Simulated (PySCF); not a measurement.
Atoms are numbered as in `[CH3:1][O:2]/[C:3]([CH3:4])=[CH:5]/[Cl:6]`; H(Xn) means a hydrogen on atom n.

Geometry: GFN2-xTB; GIAO shifts from PySCF 2.14, gas phase, non-relativistic, averaged over equivalent atoms.

At PBE0/pcSseg-1 (144 basis functions, 13 s wall time on 1 thread of an Arm Neoverse V1, shared host):
```tsv
atoms	δ (ppm)
C3	165.5
C5	100.0
C1	56.1
C4	21.6
O2	126.1
H(C5)	4.96
H(C1)	3.64
H(C4)	2.09
```

Shifts are taken against calculated references (same method and geometry level): $^{13}$C (σref 186.93), $^{1}$H (σref 31.72) against TMS; $^{17}$O (σref 336.08) vs H2O.

Question: Estimate the result of repeating the calculation with PBE0/6-311G**.

Answer: 
```tsv
atoms	δ at PBE0/6-311G**	change
C3	163.5	-2.0
C5	98.5	-1.5
C1	55.3	-0.8
C4	21.0	-0.6
O2	129.1	+3.0
H(C5)	4.97	+0.01
H(C1)	3.60	-0.04
H(C4)	1.99	-0.10
```

Referencing at the same level of theory: $^{13}$C (σ = 190.38 ppm), $^{1}$H (σ = 32.08 ppm) vs TMS; $^{17}$O (σ = 343.32 ppm) vs H2O.

The largest change is at O2 (ether oxygen). Cost: 158 basis functions, 15 s wall time on 1 thread of an Arm Neoverse V1, shared host. The order of the carbon signals is the same at both levels.

Carbons that carry Cl, above all several Cl atoms, come out too deshielded, partly because spin–orbit coupling is missing. Experimental scales use liquid or dissolved standards, which lie at an offset from isolated H2O (liquid H2O: subtract about 36 ppm).
